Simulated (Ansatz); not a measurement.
Take a crystal in which Pd has been replaced by Ag on all its sites, with the cell rescaled by a rough guess (in some cases also distorted within its space group) and nothing relaxed:

```xyz
5
Lattice="1.4693 0.8483 11.3895 -1.4693 0.8483 11.3895 0.0000 -1.6966 11.3895" Properties=species:S:1:pos:R:3 pbc="T T T"
Zn    0.0000    0.0000    0.0000
Ag    0.0000    0.0000   20.6522
Ag    0.0000    0.0000    6.8741
Ag    0.0000    0.0000   27.2943
Ag    0.0000    0.0000   13.5162
```

The calculation used Ansatz, DFT PBEsol, scalar-relativistic, plane waves, PAW.

Settings: cutoff 420 eV, Γ-centred mesh 15×15×15 on the computed 5-atom cell, Gaussian smearing of 0.10 eV; no spin polarisation.

What pressure does the cell carry?

The pressure is -5.0 GPa (positive in compression), so the cell would contract.

Is it a metal on this mesh?

Yes, a band crosses the Fermi level.

What is its energy against the elements in their standard states?

0.000 eV/atom at this unrelaxed geometry, with the elements in the same functional.